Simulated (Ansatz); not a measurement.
**BN₂H₅: taking an electron away**

Aim: the vertical ionisation energy of BN₂H₅, as cation minus neutral at the neutral's geometry, on several levels, and how well −ε(HOMO) stands in for it.

Computed with Ansatz 0.2.0, Gaussian basis. Level: unrestricted cation, the program's frozen cores in correlated methods.

Levels to be run: UKS PBE-D4/def2-TZVPP; UKS r2SCAN-D4/def2-TZVPP; UKS PBE0-D4/def2-TZVPP; UKS B3LYP-D4/def2-TZVPP; UKS wB97X-V/def2-TZVPP; UKS wB97M-V/def2-TZVPP; UKS B2PLYP/def2-TZVPP; UHF-CCSD(T)/def2-TZVPP; UHF-MP2/def2-QZVPP; extrapolation to the limit; then −ε(HOMO) from the neutral's earlier runs with LDA (SPW92), PBE-D4, revPBE-D4, BLYP-D4, r2SCAN-D4, B97M-V, PBE0-D4, B3LYP-D4, r2SCANh-D4, r2SCAN0-D4, HSE06-D4, BHLYP-D4, CAM-B3LYP-D4, LC-ωPBE, ωB97X-V, ωB97M-V.

## 1. Structure used throughout

The geometry comes from an earlier relaxation with PBE0-D4 in a triple-zeta def2 set; it is a stationary point, not always the lowest conformer.

SMILES `NBN`, 8 atoms, charge 0, spin multiplicity 1.

Atoms are counted from 1 here; the program's logs count them from 0.

Bond lengths: N1–B2 1.409 Å, N1–H4 1.005 Å, N1–H5 1.002 Å, B2–N3 1.409 Å, B2–H6 1.200 Å, N3–H7 1.002 Å, N3–H8 1.005 Å. Angles: B2–N1–H4 124.5°, B2–N1–H5 121.9°, H4–N1–H5 113.6°, N1–B2–N3 122.9°, N1–B2–H6 118.5°, N3–B2–H6 118.5°, B2–N3–H7 121.9°, B2–N3–H8 124.5°, H7–N3–H8 113.6°.

## 2. Cation, UKS PBE-D4/def2-TZVPP

in.yaml

```yaml
crystal:
  periodic: [false, false, false]
  atoms:
    - {symbol: N, position_ang: [-0.971027, 0.516466, -0.581106]}
    - {symbol: B, position_ang: [0.194207, 0.386631, 0.200519]}
    - {symbol: N, position_ang: [0.848234, -0.845215, 0.401442]}
    - {symbol: H, position_ang: [-1.426755, -0.244531, -1.053356]}
    - {symbol: H, position_ang: [-1.423863, 1.400898, -0.713713]}
    - {symbol: H, position_ang: [0.649739, 1.368623, 0.717984]}
    - {symbol: H, position_ang: [1.676696, -0.919823, 0.960860]}
    - {symbol: H, position_ang: [0.544968, -1.720347, 0.011571]}
basis:
  gaussian: {orbitals: def2-TZVPP}
total_charge: 1
magnetization: {spin_polarized: true, initial_magnetization: 1}
hamiltonian: {xc: pbe, dispersion: d4}
```

The runs that follow: Cation, UKS r2SCAN-D4/def2-TZVPP; Cation, UKS PBE0-D4/def2-TZVPP; Cation, UKS B3LYP-D4/def2-TZVPP; Cation, UKS wB97X-V/def2-TZVPP; Cation, UKS wB97M-V/def2-TZVPP; Cation, UKS B2PLYP (frozen core)/def2-TZVPP; Cation, UHF-CCSD(T)/def2-TZVPP; Cation, UHF-MP2/def2-QZVPP.

Before running them: what should the planned runs give, taken together? Wanted: ionisation energy, CCSD(T)/CBS; nearest functional by difference; nearest −ε(HOMO); −ε(HOMO) of PBE; T1 of the cation.

**Answer**, as computed:

```
                        quantity               value
  ionisation energy, CCSD(T)/CBS             9.58 eV
nearest functional by difference  ωB97X-V (-0.16 eV)
                nearest −ε(HOMO)  LC-ωPBE (+0.14 eV)
                 −ε(HOMO) of PBE             5.48 eV
                T1 of the cation               0.026
```

**Reading.** By cation minus neutral, the functionals miss by 0.51 eV at most. −ε(HOMO) of PBE misses by 4.1 eV, since self-interaction lifts the level. Among orbital estimates LC-ωPBE comes nearest. Hartree-Fock falls 1.20 eV short, as the neutral has more correlation energy than the cation. The cation may have settled in a state other than its lowest; no search over hole states beyond the program's own was made.
